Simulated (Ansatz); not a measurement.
Geometry optimisation, Ansatz 0.2.0, UKS B3LYP/def2-mTZVP.

input.yaml

```yaml
crystal:
  periodic: [false, false, false]
  atoms:
    - { symbol: B, position_ang: [-0.029288, -0.385316, -0.46003] }
    - { symbol: H, position_ang: [0.050918, -0.125561, 1.921395] }
    - { symbol: H, position_ang: [0.942624, 0.279207, -0.626024] }
    - { symbol: "N", position_ang: [-1.301484, -0.052405, -0.876315] }
    - { symbol: H, position_ang: [-2.102117, -0.657618, -0.760495] }
    - { symbol: H, position_ang: [-1.536092, 0.795067, -1.383759] }
    - { symbol: H, position_ang: [0.061038, 0.146626, 2.575227] }
magnetization:
  spin_polarized: true
  initial_magnetization: 1
basis:
  gaussian: { orbitals: def2-mTZVP }
hamiltonian:
  xc: b3lyp
relax:
  f_tol: 0.03
  max_steps: 50
```

Launched with:

```bash
$ ansatz run input.yaml --threads 1 --pin off --max-ram 2048MiB --backend cpu --events-out ev --progress --plain --runs-dir out
```

**Question.** Where does it end, and by what steps?

**Answer.** The run converged. The force dipped under the threshold on the way, but the program's further checks kept it going. After 28 steps the energy has fallen by 0.070 eV; H7 moved furthest, 1.03 Å.

| step | energy less start (eV) | largest force component (eV/Å) | accepted |
| --- | --- | --- | --- |
| 0 | 0.0000 | 1.372 | yes |
| 1 | -0.0473 | 0.264 | yes |
| 2 | -0.0584 | 0.174 | yes |
| 3 | -0.0612 | 0.171 | yes |
| 4 | -0.0636 | 0.126 | yes |
| 5 | -0.0648 | 0.100 | yes |
| 6 | -0.0655 | 0.033 | yes |
| 7 | -0.0660 | 0.058 | yes |
| 8 | -0.0662 | 0.107 | yes |
| 9 | -0.0666 | 0.056 | yes |
| 10 | -0.0669 | 0.048 | yes |
| 11 | -0.0660 | 0.228 | no |
| 12 | -0.0663 | 0.137 | no |
| 13 | -0.0673 | 0.020 | yes |
| 14 | -0.0676 | 0.090 | yes |
| 15 | -0.0680 | 0.061 | yes |
| 16 | -0.0685 | 0.055 | yes |
| 17 | -0.0687 | 0.108 | yes |
| 18 | -0.0690 | 0.050 | yes |
| 19 | -0.0693 | 0.004 | yes |
| 20 | -0.0688 | 0.201 | no |
| 21 | -0.0696 | 0.034 | yes |
| 22 | -0.0692 | 0.182 | no |
| 23 | -0.0664 | 0.247 | no |
| 24 | -0.0697 | 0.008 | yes |
| 25 | -0.0699 | 0.040 | yes |
| 26 | -0.0698 | 0.165 | no |
| 27 | -0.0676 | 0.176 | no |
| 28 | -0.0701 | 0.006 | yes |

```xyz
7
Properties=species:S:1:pos:R:3
B -0.161 -0.105 -0.645
H 0.263 -0.145 2.827
H 0.845 0.356 -1.080
N -1.393 -0.043 -1.257
H -2.233 -0.444 -0.864
H -1.562 0.411 -2.150
H 0.326 -0.029 3.558
```

Time of the run: 53 s on 1 thread of Arm Neoverse V1, on a shared host, peak memory 0.12 GiB.
